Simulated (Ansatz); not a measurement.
C2H6, singlet: energies of several shapes or isomers

Computed with Ansatz's Gaussian-basis code (development build); CASPT2, NEVPT3, MRCISD by development code. Basis cc-pVDZ, nonrelativistic, 2 orbitals frozen in the corrections; active space CAS(2,2). Restricted Hartree–Fock, then the lowest state-specific CASSCF solution met for each case. Single-reference values can break down or jump between states where bonds are stretched. Unlike active orbitals can shift such differences by tenths of an eV, at times by over 1 eV.

Case A. A bond is stretched, to 1.63 times the sum of the covalent radii.

```json
{"atom": "C", "x (Å)": "0.0000", "y (Å)": "0.1074", "z (Å)": "-0.7421"}
{"atom": "C", "x (Å)": "0.0000", "y (Å)": "-0.0424", "z (Å)": "0.7750"}
{"atom": "H", "x (Å)": "0.0000", "y (Å)": "-1.4530", "z (Å)": "-1.5312"}
{"atom": "H", "x (Å)": "-0.8824", "y (Å)": "0.6532", "z (Å)": "-1.0852"}
{"atom": "H", "x (Å)": "0.8824", "y (Å)": "0.6532", "z (Å)": "-1.0852"}
{"atom": "H", "x (Å)": "0.0000", "y (Å)": "0.9329", "z (Å)": "1.2682"}
{"atom": "H", "x (Å)": "-0.8824", "y (Å)": "-0.5882", "z (Å)": "1.1180"}
{"atom": "H", "x (Å)": "0.8824", "y (Å)": "-0.5882", "z (Å)": "1.1180"}
```

Case B:

```xyz
8

C     0.0000    0.0000    0.7622
C     0.0000    0.0000   -0.7622
H     0.0000    1.0190    1.1572
H    -0.8824   -0.5095    1.1572
H     0.8824   -0.5095    1.1572
H     0.0000   -1.0190   -1.1572
H    -0.8824    0.5095   -1.1572
H     0.8824    0.5095   -1.1572
```

Energy less that of case A, in eV:

| case | RHF/ROHF | CASSCF | SC-NEVPT2 | FIC-NEVPT2 | NEVPT3 | CASPT2 (IPEA 0) |
| --- | --- | --- | --- | --- | --- | --- |
| B | -2.773 | -2.140 | -2.310 | -2.309 | -2.334 | -2.323 |

Problem. Give the MRCISD+Q energies against case A.

Solution. B: -2.363 eV (-54.5 kcal/mol).
